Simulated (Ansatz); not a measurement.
Born–Oppenheimer molecular dynamics of CH9NSi (12 atoms, charge 0, multiplicity 1). It starts at the highest image of a converged band. Of that band: Neighbouring images differ by up to 2.3 eV, so the band resolves the path poorly. A vibrational analysis at the climbing image gives one clearly imaginary mode, 1147i cm⁻¹: a first-order saddle point.

Theory: Ansatz 0.2.0, RKS PBE/6-31G*.

* ensemble: NVE (velocity Verlet)
* time step: 0.5 fs
* steps asked: 200
* starting velocities drawn for: 300 K
* seed: 11068

First frame:

```xyz
12
Properties=species:S:1:pos:R:3
Si -0.336 0.114 0.004
C -0.023 -0.270 2.309
H -0.566 -0.933 3.017
H 0.887 -0.836 2.042
H 0.313 0.617 2.878
H 0.917 0.928 0.150
H -0.769 0.552 -1.400
H -0.231 -1.368 -0.182
N -2.000 0.645 0.810
H -2.857 0.210 0.439
H -2.138 1.663 0.869
H -1.391 0.193 1.728
```

Q: What does the run give?

A: The run went to its last step.

| Quantity | Value |
| --- | --- |
| steps done | 200 |
| time covered | 100 fs |
| mean temperature over the second half | 1843 K |
| spread of the potential energy over the second half | 5.3 meV per atom |
| mean potential energy of the second half above the start | -166.2 meV per atom |

The conserved energy stayed within 0.24 meV per atom of its start (net change 0.054 meV per atom), so the integration is sound. The kinetic energy rose, since the run started high on the potential surface and went downhill. It ends in pieces (CH4 + H5NSi), so much of that is their flight and rotation, not heat. A run of 0.1 ps of so small a system gives no equilibrium averages. The orbitals stay closed-shell, which can raise the energy where a bond breaks towards radicals; this wasn't checked here.

Q: What happens to the structure?

A: Between its relaxed ends the band would form Si1–N9, C2–H12 and break Si1–C2, N9–H12. These pairs go: Si1–N9 1.92 → 1.76 Å, C2–H12 1.56 → 1.11 Å, Si1–C2 2.36 → 6.73 Å, N9–H12 1.19 → 7.42 Å. In the last frame they stand as after the step (other bonds may differ from the relaxed reactants and products). It ends as CH4 + H5NSi. Pairs count as bonded within 1.25 times the sum of covalent radii (0.12 Å more for H–H). The details hang on the random start.

Q: How do temperature and energy run in time?

A: 
| time (fs) | T (K) | potential energy less start (eV) | conserved less start (meV/atom) |
| --- | --- | --- | --- |
| 0 | 300 | 0.000 | 0.00 |
| 3 | 175 | 0.164 | 0.15 |
| 6 | 125 | 0.228 | 0.13 |
| 9 | 209 | 0.119 | 0.13 |
| 12 | 424 | -0.159 | 0.10 |
| 15 | 541 | -0.310 | 0.08 |
| 18 | 820 | -0.673 | -0.12 |
| 21 | 905 | -0.781 | 0.15 |
| 24 | 1240 | -1.217 | -0.14 |
| 27 | 1396 | -1.417 | -0.03 |
| 30 | 1492 | -1.540 | 0.07 |
| 33 | 1631 | -1.720 | 0.05 |
| 36 | 1702 | -1.811 | 0.09 |
| 39 | 1919 | -2.094 | -0.15 |
| 42 | 1850 | -2.002 | 0.11 |
| 45 | 1892 | -2.058 | -0.06 |
| 48 | 1750 | -1.872 | 0.16 |
| 51 | 1836 | -1.985 | 0.03 |
| 54 | 1846 | -1.998 | 0.09 |
| 57 | 1968 | -2.158 | -0.15 |
| 60 | 1836 | -1.985 | 0.03 |
| 63 | 1831 | -1.979 | 0.01 |
| 66 | 1800 | -1.937 | 0.09 |
| 69 | 1832 | -1.979 | 0.05 |
| 72 | 1858 | -2.015 | -0.04 |
| 75 | 1842 | -1.993 | 0.04 |
| 78 | 1888 | -2.052 | 0.03 |
| 81 | 1864 | -2.021 | 0.03 |
| 84 | 1777 | -1.908 | 0.06 |
| 87 | 1741 | -1.862 | 0.07 |
| 90 | 1822 | -1.968 | -0.01 |
| 93 | 1906 | -2.077 | -0.04 |
| 96 | 1893 | -2.059 | 0.00 |
| 99 | 1793 | -1.929 | 0.08 |

The run took 6.7 min on 1 thread of Arm Neoverse V1, with other jobs on the host, peak memory 0.1 GiB.
